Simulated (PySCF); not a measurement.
Species: Si(vinyl)H3, C2H6Si.
Z-matrix (Å and degrees, PBE0-D3(BJ)/def2-SVP geometry), rows numbered from 1:
```
Si
C   1  1.8775
C   2  1.3374  1  124.06
H   2  1.0979  1  118.12  3  -179.97
H   3  1.0966  2  122.22  1     0.08
H   3  1.0959  2  122.01  1  -179.95
H   1  1.4960  2  110.99  3   -58.72
H   1  1.4940  2  109.78  3  -178.79
H   1  1.4962  2  111.06  3    61.19
```

Theory: PySCF, delta-SCF UKS SCAN, pcX-2 on the ionised atom, pcseg-1 elsewhere, spin-free X2C. The ground state was rerun for each ionised atom, in the same mixed basis as its hole state.

```json
{"ionised atom": "C2", "basis functions": "107", "E(ionised) (Eh)": "-359.16615", "binding energy (eV)": "290.302"}
{"ionised atom": "C3", "basis functions": "107", "E(ionised) (Eh)": "-359.15338", "binding energy (eV)": "290.628"}
{"ionised atom": "Si1", "basis functions": "118", "E(ionised) (Eh)": "-302.02726", "binding energy (eV)": "1846.500"}
```

Fill in the total energy of each ground state.

With binding energy = E(ionised) − E(ground) and 27.2114 eV a hartree:

| atom | binding energy (Eh) | E(ground) (Eh) |
| --- | --- | --- |
| C2 | 10.6684 | -369.8346 |
| C3 | 10.6804 | -369.8338 |
| Si1 | 67.8576 | -369.8849 |

How much do the ground-state energies differ, and what would follow from using one of them for all holes?

They run from -369.8849 Eh (core basis on Si1) to -369.8338 Eh (on C3), 0.0511 Eh or 1.39 eV apart, though the state is the same; only basis and grid differ. Pairing the ion of C3 with the ground state of Si1 would put its binding energy 1.39 eV too high.

Lowest listed C 1s: C2, bonded to C, H and Si. Highest, 0.33 eV above it: C3, bonded to C and 2 H.

Only 1s holes are shown. Geometry: PBE0-D3(BJ)/def2-SVP, one conformer, isolated molecule.

Time: 13 s wall. Hardware: one thread, x86-64 server, on a shared host.
